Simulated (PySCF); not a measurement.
# Spin-rotation constants: SMILES c1ccccc1, C$_{6}$H$_{6}$

Molfile (atoms numbered from 1):
```
C6H6
     RDKit          3D

 12 12  0  0  0  0  0  0  0  0999 V2000
    0.9625    1.0085   -0.0197 C   0  0  0  0  0  0  0  0  0  0  0  0
    1.3549   -0.3300   -0.0145 C   0  0  0  0  0  0  0  0  0  0  0  0
    0.3920   -1.3388    0.0028 C   0  0  0  0  0  0  0  0  0  0  0  0
   -0.9632   -1.0092    0.0150 C   0  0  0  0  0  0  0  0  0  0  0  0
   -1.3557    0.3292    0.0098 C   0  0  0  0  0  0  0  0  0  0  0  0
   -0.3928    1.3380   -0.0075 C   0  0  0  0  0  0  0  0  0  0  0  0
    1.7168    1.7991   -0.0335 H   0  0  0  0  0  0  0  0  0  0  0  0
    2.4168   -0.5880   -0.0241 H   0  0  0  0  0  0  0  0  0  0  0  0
    0.6992   -2.3876    0.0069 H   0  0  0  0  0  0  0  0  0  0  0  0
   -1.7176   -1.7998    0.0287 H   0  0  0  0  0  0  0  0  0  0  0  0
   -2.4176    0.5873    0.0193 H   0  0  0  0  0  0  0  0  0  0  0  0
   -0.7000    2.3868   -0.0116 H   0  0  0  0  0  0  0  0  0  0  0  0
  1  2  1  0
  2  3  2  0
  3  4  1  0
  4  5  2  0
  5  6  1  0
  6  1  2  0
  1  7  1  0
  2  8  1  0
  3  9  1  0
  4 10  1  0
  5 11  1  0
  6 12  1  0
M  END
```

Computed, not measured: PySCF, GIAO B3LYP/aug-pcSseg-1 magnetisability, rotational g tensor and spin-rotation constants, non-relativistic, gas phase. Geometry: PBE0-D3(BJ)/def2-SVP.

Q: Give the nuclear spin-rotation constants along the inertial axes (H = +C I·J) beside the isotropic shieldings.

A: Rotational constants 5.6954, 5.6942, 2.8474 GHz. A star marks the isotopologue with that one atom substituted, in its own axes.
| atom | isotope | Caa (kHz) | Cbb (kHz) | Ccc (kHz) | mean (kHz) | σ (ppm) |
| --- | --- | --- | --- | --- | --- | --- |
| H7 | 1H | 0.035 | 0.035 | -0.273 | -0.068 | 24.1 |
| H8 | 1H | 0.035 | 0.035 | -0.273 | -0.068 | 24.1 |
| H9 | 1H | 0.035 | 0.035 | -0.273 | -0.068 | 24.1 |
| H10 | 1H | 0.035 | 0.035 | -0.273 | -0.068 | 24.1 |
| H11 | 1H | 0.035 | 0.035 | -0.273 | -0.068 | 24.1 |
| H12 | 1H | 0.035 | 0.035 | -0.273 | -0.068 | 24.1 |
| C1 | 13C* | 2.948 | 2.031 | 0.324 | 1.768 | 44.9 |

Where two moments of inertia are equal or nearly so, the constants along those axes are given as their average.
For the geometry as given, no vibrational averaging.

Q: How do the rotational constants and the g tensor change when H7, H8, H9, H10, H11, H12 are replaced by deuterium?

A: Constants 4.7049, 4.7041, 2.3522 GHz; g -0.0651, -0.0651, 0.0004, against -0.0789, -0.0789, 0.0005 before.
